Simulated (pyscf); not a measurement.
# 1,1-elimination: F–SiH₂–F → F–Si:–F [singlet] + H₂

Gas phase, singlet surface, charge 0. Bonds broken: Si2–H4, Si2–H5. Bonds formed: H4–H5. Single points on ωB97X-D3(BJ)/def2-SVP structures (PySCF, gas phase).

Transition state (Å):

```xyz
5

F      1.0492     1.7929    -0.5885
Si     1.0253     0.1830    -0.4089
F      1.2055    -0.1286     1.1707
H     -0.7123    -0.0010    -0.4555
H      0.0352    -0.6122    -1.1895
```

One imaginary mode, 1641i cm⁻¹; descent along it reached the two sides named.

```tsv
bond	change	reactant side (Å)	saddle	product side
Si2–H4	breaks	1.478	1.748	3.0
Si2–H5	breaks	1.478	1.491	3.2
H4–H5	forms	2.486	1.213	0.760
```

Electronic energies relative to the reactant's lowest minimum found (kJ/mol):

```json
[
 {"level": "ωB97X-D3(BJ)/def2-TZVP", "barrier": "383.1", "reaction energy": "+168.8", "reverse barrier": "214.4"},
 {"level": "PBE/def2-TZVP", "barrier": "326.4", "reaction energy": "+142.8", "reverse barrier": "183.7"},
 {"level": "r²SCAN/def2-TZVP", "barrier": "350.2", "reaction energy": "+170.0", "reverse barrier": "180.2"},
 {"level": "B3LYP-D3(BJ)/def2-TZVP", "barrier": "359.2", "reaction energy": "+151.3", "reverse barrier": "208.0"},
 {"level": "PBE0-D3(BJ)/def2-TZVP", "barrier": "356.1", "reaction energy": "+166.1", "reverse barrier": "190.1"},
 {"level": "M06-2X/def2-TZVP", "barrier": "378.5", "reaction energy": "+156.9", "reverse barrier": "221.6"},
 {"level": "ωB97M-D3(BJ)/def2-TZVP", "barrier": "369.9", "reaction energy": "+146.5", "reverse barrier": "223.4"},
 {"level": "HF/def2-TZVP", "barrier": "446.9", "reaction energy": "+184.9", "reverse barrier": "262.1"}
]
```

With ωB97M-D3(BJ)/def2-TZVP energies and thermal terms (ideal gas, 1 atm, RRHO with modes under 100 cm⁻¹ raised to 100, one conformer, R ln 2 for chiral ones without a mode under 150 cm⁻¹), in kJ/mol:

```
T (K)    ΔH‡    ΔG‡      ΔH     ΔG
-----  -----  -----  ------  -----
298    357.2  355.2  +132.2  +94.9
600    357.0  353.1  +135.4  +55.5
900    356.1  351.4  +135.1  +15.5
1200   354.8  350.0  +133.0  -24.1
```

This is the saddle that the search found; another between the same sides may lie lower.
